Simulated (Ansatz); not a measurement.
Cost and result for the atomization energy of C₄H₉N (`NCC1CC1`) (14 atoms, 14 bonds).

```xyz
14

N     1.583   -1.439    0.404
C     0.755   -0.726   -0.554
C     0.126    0.550   -0.057
C    -1.137    0.481    0.746
C    -1.161    1.029   -0.649
H     1.057   -1.610    1.254
H     2.380   -0.872    0.670
H     1.366   -0.518   -1.438
H    -0.041   -1.402   -0.887
H     0.835    1.321    0.235
H    -1.575   -0.498    0.908
H    -1.269    1.171    1.570
H    -1.308    2.094   -0.780
H    -1.613    0.418   -1.422
```

The species carries charge 0 and has multiplicity 1. All single points use the PBE0-D4/def2-TZVP geometry. It is one conformer, not always the lowest. Program: Ansatz. All runs use 4 threads of an Arm Neoverse V1 on a shared host. Times are those of one run each, without the atoms' runs, and a repeat can differ threefold. Electronic energies, without spin–orbit coupling; frozen cores. CCSD(T)/CBS adds CCSD(T) − MP2 in def2-TZVPP to the MP2 limit, and its time is that of the two runs behind it. T1 = 0.008. B3LYP takes the VWN-RPA correlation (the form of Gaussian; ORCA's B3LYP/G).

CCSD(T)/CBS is a level of theory with its own doubt, some kJ/mol a heavy atom from the limit and from the frozen cores, so smaller differences don't rank the functionals.

```csv
level,functions,wall time,atomization (kcal/mol),difference from CCSD(T)/CBS,per bond
PBE-D4/def2-TZVPP (with forces),281,3 s,1348.5,33.9,2.4
PBE0-D4/def2-TZVPP,281,3 s,1328.7,14.1,1.0
r2SCAN-D4/def2-TZVPP (with forces),281,5.5 s,1317.5,2.9,0.2
B3LYP-D4/def2-TZVPP (with forces),281,5.5 s,1318.3,3.7,0.3
B2PLYP/def2-TZVPP,281,6.5 s,1304.2,-10.4,-0.7
ωB97X-V/def2-TZVPP,281,8.5 s,1320.7,6.1,0.4
ωB97M-V/def2-TZVPP (with forces),281,13 s,1321.5,6.9,0.5
MP2/def2-QZVPP,555,33 s,1318.3,3.7,0.3
CCSD(T)/def2-TZVPP,281,4.1 min,1283.5,-31.1,-2.2
CCSD(T)/CBS(def2),–,4.6 min,1314.6,0.0,0.0
```

From PBE to PBE0 (25 % exact exchange), in def2-TZVPP and without D4, the atomization energy moves by −18.9 kcal/mol: exact exchange takes away binding that semilocal exchange gives to molecules. In def2-TZVPP, CCSD(T) changes the Hartree–Fock value by +322.4 kcal/mol (the triples alone add +17.7 kcal/mol) and MP2 by +338.9 kcal/mol; breaking electron pairs costs correlation energy, which Hartree–Fock lacks. The D4 term adds +9.0 kcal/mol with B3LYP and +4.7 kcal/mol with PBE0; it sums over pairs of atoms, weighted by their polarisabilities, and B3LYP, whose exchange is more repulsive, gets the larger term.
